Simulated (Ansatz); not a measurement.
**F2, singlet: reading a ladder of total energies**

Geometry: MP2(full)/6-31G*, from the G2/97 set.

```xyz
2

F     0.0000    0.0000    0.0000
F     0.0000    0.0000    1.4206
```

Basis cc-pVDZ; Ansatz 0.2.0. Only valence electrons are correlated (noble-gas cores frozen), which leaves 14 electrons in 26 orbitals. Prefix R: restricted or restricted open-shell reference.

Full CI isn't at hand for all of this; RCCSDTQ serves as the reference, and is uncertain by about the last step of the cluster series.

Runs differ by some tens of microhartree through their thresholds, so steps under 0.03 kcal/mol mean nothing.

```tsv
level	total energy (hartree)
RHF	-198.684792
RMP2	-199.079657
RCCSD	-199.088599
RCCSD(T)	-199.097809
RCCSDT	-199.098082
RCCSDT(Q)	-199.099817
RCCSDTQ	-199.099654
```

**Question.** What is the correlation energy at RCCSDTQ, and what share of it do RMP2 and RCCSD(T) recover?

**Answer.** E(corr) = -199.099654 − (-198.684792) = -0.414862 hartree = -11.289 eV. RMP2: -0.394865 / -0.414862 = 95.18 %. RCCSD(T): -0.413017 / -0.414862 = 99.56 %.

**Question.** By how many kcal/mol does RCCSD(T) miss RCCSDTQ (1 hartree = 627.509 kcal/mol), and which steps make up the rest?

**Answer.** -199.097809 − (-199.099654) = 0.001845 hartree = 1.16 kcal/mol. Steps: RCCSDT − RCCSD(T) = -0.17, RCCSDT(Q) − RCCSDT = -1.09, RCCSDTQ − RCCSDT(Q) = 0.10 kcal/mol. With more than one leading determinant such errors change with state and geometry, and needn't cancel in differences.
